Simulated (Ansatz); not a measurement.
## Other spins and charges of BCl, triplet at one geometry

Geometry (PBE0/def2-TZVP stationary point for this spin):

```csv
atom,x (Å),y (Å),z (Å)
B,0.0000,0.0000,0.0000
Cl,0.0000,0.0000,1.6966
```

Basis 6-31G; Ansatz 0.2.0. Only valence electrons are correlated (noble-gas cores frozen). R marks a restricted (for open shells ROHF) determinant, U an unrestricted one. Active spaces: valence = (10e, 8o) chosen from the atoms' valence shells.

Gaps are energies of the second state less the first, at fixed atoms, for a selection of the levels run; each method lands on the state that its own search finds for that charge and spin.

For open shells CISD and CISDTQ are restricted-active-space CI with the open shells as a complete middle space. The determinant of the BCl⁺ quartet fills πx and πy unequally, so it is a mixture of Σ and Δ, which weighs on every level built on one determinant.

Removing an electron, to the quartet: 12.454 eV at full CI (triplet B1, quartet ion A1, in C2v).

By full CI's occupations no single determinant describes the quartet well.

```csv
level,gap (eV),error (meV)
RHF,11.969,-485
UHF,11.988,-466
RMP2,12.582,128
UMP2,12.595,141
CISD,12.542,88
RCCSD,12.575,121
UCCSD,12.574,120
RCCSD(T),12.566,112
UCCSD(T),12.565,111
BCCD(T),12.565,111
RCCSDT*,12.464,10
UCCSDT*,12.464,10
CISDTQ,12.455,1
RCCSDT(Q)*,12.452,-2
UCCSDT(Q)*,12.453,-1
RCCSDTQ*,12.454,0
UCCSDTQ*,12.454,0
CASSCF (valence space),12.130,-324
NEVPT2 (valence space),12.379,-75
MRCISD (valence space),12.437,-17
MRCISD+Q (valence space),12.450,-4
PBE,13.337,883
PBE0,13.291,837
B3LYP,13.312,858
RPA-PBE,12.482,28
```

An asterisk marks runs whose energy the program itself flagged as in doubt.

Removing an electron, to the doublet: 7.267 eV at full CI (triplet B1, doublet ion A1, in C2v).

```csv
level,gap (eV),error (meV)
UMP2,7.381,114
CISD,7.372,105
RCCSD(T),7.277,10
UCCSD(T),7.278,11
BCCD(T),7.274,7
RCCSDT,7.258,-9
CISDTQ,7.274,7
UCCSDTQ,7.263,-4
MRCISD+Q (valence space),7.264,-3
PBE0,7.889,622
```

Quintet less triplet: 6.052 eV at full CI (triplet B1, quintet B1, in C2v).

```tsv
level	gap (eV)	error (meV)
RHF	5.332	-720
UHF	5.342	-710
RMP2	5.946	-106
UMP2	5.959	-93
CISD	5.978	-74
RCCSD	6.005	-47
UCCSD	6.004	-48
RCCSD(T)	6.044	-8
UCCSD(T)	6.044	-8
BCCD(T)	6.044	-8
RCCSDT	6.054	2
UCCSDT	6.054	2
CISDTQ	6.050	-2
RCCSDT(Q)	6.052	0
UCCSDT(Q)	6.053	1
RCCSDTQ	6.053	1
UCCSDTQ	6.052	0
CASSCF (valence space)	5.956	-96
NEVPT2 (valence space)	6.048	-4
MRCISD (valence space)	6.045	-7
MRCISD+Q (valence space)	6.049	-3
PBE	6.585	533
r2SCAN	6.414	362
PBE0	6.403	351
B3LYP	6.639	587
BHLYP	6.463	411
wB97M-V	6.678	626
B2PLYP	6.449	397
RPA-PBE	5.933	-119
```

PBE gives -2.191 eV for singlet less triplet. Estimate what full CI gives in 6-31G.

Full CI in 6-31G gives -2.218 eV, so against it PBE is off by 0.027 eV.

```csv
level,gap (eV),error (meV)
RMP2,-1.902,316
RCCSD,-2.167,51
RCCSD(T),-2.212,6
RCCSDT,-2.211,7
RCCSDT(Q),-2.218,0
RCCSDTQ,-2.218,0
r2SCAN,-1.910,308
PBE0,-2.066,152
B3LYP,-2.272,-54
wB97M-V,-2.567,-349
```

In so small a basis the reference is far from its limit while semilocal and hybrid functionals are nearer theirs (RPA and double hybrids share much of the reference's basis error), so the functionals' errors here hold much of the reference's basis and frozen-core error, which can add to them or hide them.

Full CI is exact within this basis and frozen core; it isn't the basis-set limit. The frozen core follows each run's orbitals, which can shift R against U totals by a few meV.
